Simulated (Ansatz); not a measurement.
The same path of H3Si + H4Si (9 atoms, charge 0, multiplicity 2) was run twice with different band settings. Lost on the way: Si1–H2. Made: H2–Si6.

Method: UKS PBE/def2-SVP in Ansatz 0.2.0.

Relaxed end points:

```xyz
9
Properties=species:S:1:pos:R:3
Si 0.000 0.000 -0.575
H 0.000 0.000 0.931
H 1.417 0.000 -1.076
H -0.708 1.227 -1.076
H -0.708 -1.227 -1.076
Si 0.000 0.000 4.275
H -0.775 -1.207 4.731
H 1.433 -0.068 4.730
H -0.658 1.275 4.730
```

```xyz
9
Properties=species:S:1:pos:R:3
Si 0.001 0.000 -0.810
H -0.001 0.000 2.534
H 1.435 0.000 -1.266
H -0.717 1.242 -1.264
H -0.717 -1.242 -1.265
Si 0.000 0.000 4.040
H -0.766 -1.192 4.542
H 1.415 -0.067 4.541
H -0.650 1.259 4.542
```

Common settings: spring 5.0 eV/Å²; optimiser quadratic models (default); start path through a guess of the saddle point; force threshold 0.03 eV/Å; iteration limit 60; end points relaxed.

| run | movable images | climbing image |
| --- | --- | --- |
| 1 | 5 | yes |
| 2 | 8 | no |

(1) What does each run give, and how far can it be trusted?

## Answers

(1) Run 1: converged after 5 iterations, highest image 0.144 eV above the first end. A vibrational analysis at the climbing image gives one clearly imaginary mode, 700i cm⁻¹, and a faint second one (25i cm⁻¹) that may be numerical noise or a soft torsion: probably a first-order saddle point.
Run 2: converged after 7 iterations, highest image 0.102 eV above the first end. No image climbed, so the highest image needn't sit at the top of the path.
